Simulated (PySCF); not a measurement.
Some computed properties have been withheld. Give your best values.

Species: C4H6FN.
SMILES: `[H]/N=C/C/C=C/F`

Conformer (atom-mapped SMILES and torsion angles): `[H]/[N:1]=[CH:2]/[CH2:3]/[CH:4]=[CH:5]/[F:6]`: N1–C2–C3–C4 121°, C2–C3–C4–C5 111°.

```json
{"property": "point group of the GFN2-xTB geometry", "level": "GFN2-xTB", "value": "?"}
{"property": "rotational constants A, B, C of the GFN2-xTB geometry", "level": "GFN2-xTB", "value": "15.641, 1.366, 1.334 GHz"}
{"property": "dipole moment", "level": "wB97X-D/def2-SVPD", "value": "?"}
{"property": "HOMO energy", "level": "wB97X-D/def2-SVPD", "value": "?"}
{"property": "LUMO energy", "level": "wB97X-D/def2-SVPD", "value": "?"}
{"property": "lowest singlet excitation", "level": "TDDFT wB97X-D/def2-SVPD", "value": "?"}
{"property": "strongest line among the 8 lowest singlet transitions", "level": "TDDFT wB97X-D/def2-SVPD", "value": "S2 at 6.70 eV (185 nm, f = 0.187)"}
{"property": "lowest triplet excitation (Tamm–Dancoff)", "level": "TDA wB97X-D/def2-SVPD", "value": "4.42 eV"}
{"property": "static isotropic polarisability", "level": "wB97X-D/def2-SVPD", "value": "?"}
{"property": "electronic spatial extent ⟨r²⟩ about the centre of nuclear charge", "level": "wB97X-D/def2-SVPD", "value": "?"}
```

The electronic properties come from PySCF, for the isolated species, density fitting.

Question: Give the static isotropic polarisability.

Answer: 58.1 au.

Question: Give the point group of the GFN2-xTB geometry.

Answer: C1.

Question: The LUMO energy?

Answer: 1.21 eV.

Question: Give the electronic spatial extent ⟨r²⟩ about the centre of nuclear charge.

Answer: 823 bohr².

Question: What is the dipole moment?

Answer: 1.80 D.

Question: What is the lowest singlet excitation?

Answer: 5.23 eV (237 nm, f = 0.005).

Question: What is the HOMO energy?

Answer: -9.34 eV.

With B = h/(8π²I), that is 505.379 GHz u Å² over I, the principal moments of inertia are 32.3, 369.9 and 378.8 u Å² (most abundant isotopes); the inertial defect Ic − Ia − Ib is -23.4 u Å² (zero for a rigid planar frame, negative otherwise). The principal polarisabilities are 46.3, 47.6 and 80.5 au; their mean is the isotropic value. The 8 singlets span 5.23 to 8.27 eV, and their oscillator strengths add up to 0.65. The vertical singlet–triplet gap S1 − T1 is 0.81 eV (TDDFT singlet less Tamm–Dancoff triplet; S1: HOMO→LUMO, weight 0.47, beside HOMO−1→LUMO, weight 0.37; T1: HOMO→LUMO, weight 0.71). No computed singlet falls in the visible range (750 to 380 nm, 1.65 to 3.26 eV); S1 lies 1.97 eV above its blue end. The polarisability is 8.61 Å³ as a volume (1 au = 0.148185 Å³), or 1.26 au for each of the 46 electrons.

For the TDDFT job (wB97X-D/def2-SVPD), hardware: Arm Neoverse V2, one thread, on a shared host. Cost: 23 s wall.

One conformer stands for the species.
